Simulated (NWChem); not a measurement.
System meant: C₃H₇ cation

Here is an NWChem input.

```
start job
memory heap 200 mb stack 900 mb global 1100 mb
charge 1
geometry units angstroms noautoz
  C      1.283740     0.014041     0.193314
  C      0.000000    -0.000000    -0.453280
  C     -1.283740    -0.014041     0.193314
  H      2.033079    -0.617990    -0.338488
  H      1.281492    -0.111025     1.291083
  H      1.678328     1.044851    -0.059184
  H      0.000000     0.000000    -1.564581
  H     -1.678328    -1.044851    -0.059184
  H     -2.033079     0.617990    -0.338488
  H     -1.281492     0.111025     1.291083
end
basis spherical
  * library def2-svp
end
dft
  xc pbe0
  iterations 4
  mulliken
end
task dft energy
```

End of the output:

```
    Atom       Charge   Shell Charges
 -----------   ------   -------------------------------------------------------
    1 C    6     6.05   1.96  0.58  0.30  1.92  1.22  0.07
    2 C    6     5.69   1.97  0.67  0.30  1.69  0.97  0.09
    3 C    6     6.05   1.96  0.58  0.30  1.92  1.22  0.07
    4 H    1     0.89   0.59  0.23  0.07
    5 H    1     0.92   0.61  0.24  0.07
    6 H    1     0.85   0.56  0.22  0.07
    7 H    1     0.91   0.62  0.22  0.07
    8 H    1     0.85   0.56  0.22  0.07
    9 H    1     0.89   0.59  0.23  0.07
   10 H    1     0.92   0.61  0.24  0.07

 center of mass
 --------------
 x =   0.00000000 y =   0.00000000 z =  -0.01184451

 moments of inertia (a.u.)
 ------------------
          44.263790743164           0.000000000000           0.000000000000
           0.000000000000         236.815715244156           0.000000000000
           0.000000000000           0.000000000000         213.802893783522

     Multipole analysis of the density
     ---------------------------------

     L   x y z        total         alpha         beta         nuclear
     -   - - -        -----         -----         ----         -------
     0   0 0 0      1.000000    -12.000000    -12.000000     25.000000

     1   1 0 0     -0.000000     -0.000000     -0.000000      0.000000
     1   0 1 0      0.000000      0.000000      0.000000      0.000000
     1   0 0 1     -0.359534     -0.179767     -0.179767      0.000000

     2   2 0 0     -6.465895    -69.270347    -69.270347    132.074800
     2   1 1 0      0.645880     -0.037189     -0.037189      0.720259
     2   1 0 1     -0.000000     -0.000000     -0.000000      0.000000
     2   0 2 0    -12.401981    -11.468752    -11.468752     10.535524
     2   0 1 1      0.000000      0.000000      0.000000      0.000000
     2   0 0 2    -11.126642    -19.308018    -19.308018     27.489394

 ------------------------------------------------------------------------
 dft energy failed                                                                                  0
 ------------------------------------------------------------------------
 ------------------------------------------------------------------------
  current input line :
    24: task dft energy
 ------------------------------------------------------------------------
 ------------------------------------------------------------------------
 This type of error is most commonly associated with calculations not reaching convergence criteria
 ------------------------------------------------------------------------
 For more information see the NWChem manual at https://nwchemgit.github.io

0:dft energy failed:Received an Error in Communication
```

Task: What is wrong, and how is it mended?

Result: Convergence was not reached. Cause: the SCF was allowed too few iterations. This input runs:
```
start job
memory heap 200 mb stack 900 mb global 1100 mb
charge 1
geometry units angstroms noautoz
  C      1.283740     0.014041     0.193314
  C      0.000000    -0.000000    -0.453280
  C     -1.283740    -0.014041     0.193314
  H      2.033079    -0.617990    -0.338488
  H      1.281492    -0.111025     1.291083
  H      1.678328     1.044851    -0.059184
  H      0.000000     0.000000    -1.564581
  H     -1.678328    -1.044851    -0.059184
  H     -2.033079     0.617990    -0.338488
  H     -1.281492     0.111025     1.291083
end
basis spherical
  * library def2-svp
end
dft
  xc pbe0
  iterations 150
  mulliken
end
task dft energy
```
It converges to -117.96852 Ha (PBE0/def2-SVP).
